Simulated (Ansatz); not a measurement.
`N[SiH2][AlH2]` + H₂O → `O[SiH2][AlH2]` + NH₃ at 400 K and 1 bar (formal hydrolysis of the Si–N bond).

Program: Ansatz. Geometries: PBE0-D4/def2-TZVP. ΔE: electronic, gas phase. CCSD(T)/CBS adds triple-zeta CCSD(T) − MP2 to the extrapolated MP2 energy (def2 sets, frozen cores). This one scheme is used for every species. One conformer a species, not always the lowest.

```
        species  CCSD(T)/CBS energy (Eh)  H − E (kJ/mol)  S (J/(mol·K))
`N[SiH2][AlH2]`               -589.40062           178.1          361.4
            H₂O                -76.37941            69.8          198.6
`O[SiH2][AlH2]`               -609.28590           144.9          354.1
            NH₃                -56.50880           104.2          203.1
```

H − E and S are ideal-gas, rigid-rotor, harmonic terms from PBE0-D4/def2-TZVP, for one conformer and one mirror image of each species. 1 Eh = 2625.50 kJ/mol, R = 8.31446 J/(mol·K).

Question: By hand: ΔE, ΔH, ΔS and ΔG.

Answer: ΔE = (-609.28590) + (-56.50880) − (-589.40062) − (-76.37941) = -0.01467 Eh = -38.5 kJ/mol. Δ(H − E) = 144.9 + 104.2 − 178.1 − 69.8 = 1.2, so ΔH = -37.3 kJ/mol. ΔS = 354.1 + 203.1 − 361.4 − 198.6 = -2.8 J/(mol·K). ΔG = -37.3 − 400 × (-2.8)/1000 = -36.2 kJ/mol.

Question: By hand: the equilibrium constant, and the temperature at which ΔG would vanish if ΔH and ΔS stayed fixed.

Answer: log₁₀ K = −ΔG/(RT ln 10) = 4.7. ΔG = 0 at ΔH/ΔS = 13321 K, far beyond where these terms or the molecules hold.

The number of gas molecules stays the same, so ΔS is small and ΔH decides. A doubt of 5 kJ/mol in ΔE shifts log₁₀ K by 0.7 here. Other conformers and mirror images would add mixing entropy, several J/(mol·K) or more a flexible species. These are equilibria of isolated gas molecules and say nothing of rates. Largest T1 diagnostic: 0.012 (customary marks: 0.02 for closed shells, 0.045 for open ones).
